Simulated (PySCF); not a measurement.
Compound: C₂H₆O₃S.
Bonds: C1–C2, C2–S3, S3–O4 (double), S3–O5 (double), S3–O6. Hydrogens: H7, H8, H9 on C1; H10, H11 on C2; H12 on O6.

Computed by this run: PBE0-D3(BJ)/def2-SVP geometry optimisation, gas phase (PySCF); density fitting, grid level 1; the optimiser is geomeTRIC in internal coordinates, started from an MMFF94s structure.

Step 0: E = -19124.3917 eV
```
atom  x, y, z in Å  |  force x, y, z in eV/Å
C1      1.4022    0.4662   -0.3854   -0.101   0.122  -0.032
C2      0.5257   -0.4039    0.4915    0.377   0.359  -0.235
S3     -1.1951    0.0766    0.4456    0.382  -0.254  -0.088
O4     -1.3233    1.4956    0.6776    0.099   0.123   0.095
O5     -1.9812   -0.8987    1.1673   -0.345  -0.241   0.539
O6     -1.4851   -0.2097   -1.1165   -0.531  -0.264  -0.689
H7      1.0986    0.4081   -1.4352   -0.065  -0.045  -0.161
H8      1.3496    1.5159   -0.0796   -0.038   0.144   0.079
H9      2.4458    0.1443   -0.3159    0.156  -0.097   0.047
H10     0.5814   -1.4532    0.1862   -0.257  -0.194   0.032
H11     0.8416   -0.3320    1.5370   -0.176  -0.009   0.283
H12    -2.2603   -0.8093   -1.1725    0.498   0.356   0.131
```

Step 1: E = -19124.4178 eV
```
atom  x, y, z in Å  |  force x, y, z in eV/Å
C1      1.3909    0.4728   -0.3982    0.017   0.024  -0.018
C2      0.5038   -0.3926    0.4714    0.111  -0.008   0.081
S3     -1.2087    0.1067    0.4562    0.277  -0.186   0.210
O4     -1.2840    1.5247    0.7303   -0.117  -0.075  -0.250
O5     -1.9952   -0.8624    1.2024   -0.010   0.055  -0.029
O6     -1.5329   -0.1434   -1.1205   -0.163   0.209  -0.082
H7      1.0652    0.4476   -1.4484   -0.004  -0.015   0.030
H8      1.3778    1.5180   -0.0576   -0.021  -0.027   0.010
H9      2.4256    0.1022   -0.3488   -0.009   0.023  -0.002
H10     0.4902   -1.4466    0.1558    0.027  -0.005   0.052
H11     0.7971   -0.3532    1.5333   -0.056  -0.026  -0.026
H12    -2.0298   -0.9738   -1.1761   -0.051   0.031   0.024
```

Q: Estimate the geometry and energy of step 2. (The exact step hangs on the optimiser's Hessian estimate; all steps are aligned on step 1, rigid shifts and turns removed.)

A: E = -19124.4312 eV, largest force 0.278 eV/Å
```
atom  x, y, z in Å  |  force x, y, z in eV/Å
C1      1.4036    0.4733   -0.3921    0.002   0.018   0.002
C2      0.5230   -0.4017    0.4733    0.010  -0.011  -0.059
S3     -1.1944    0.0902    0.4464   -0.263   0.087  -0.022
O4     -1.2900    1.5116    0.6883    0.120   0.013   0.024
O5     -1.9864   -0.8685    1.1992    0.115  -0.039   0.043
O6     -1.5741   -0.1310   -1.1236    0.104  -0.051  -0.015
H7      1.0843    0.4378   -1.4431   -0.002  -0.005  -0.002
H8      1.3651    1.5177   -0.0529   -0.013  -0.002  -0.003
H9      2.4451    0.1250   -0.3342   -0.002   0.003   0.004
H10     0.5255   -1.4589    0.1693    0.000  -0.008   0.016
H11     0.8016   -0.3538    1.5376   -0.057  -0.003   0.017
H12    -2.1033   -0.9417   -1.1684   -0.014   0.000  -0.005
```

The energy changes by -0.0134 eV. The first-order estimate −F·Δx gives -0.0360 eV and the mean of the old and new forces, exact on a quadratic surface, -0.0135 eV. The step makes an angle of 60° with the force vector and moves no atom by more than 0.081 Å.

What follows is the cost of the whole optimisation. Cost: about 40 s of CPU time on one thread; the machine was shared, so the figure is rough.
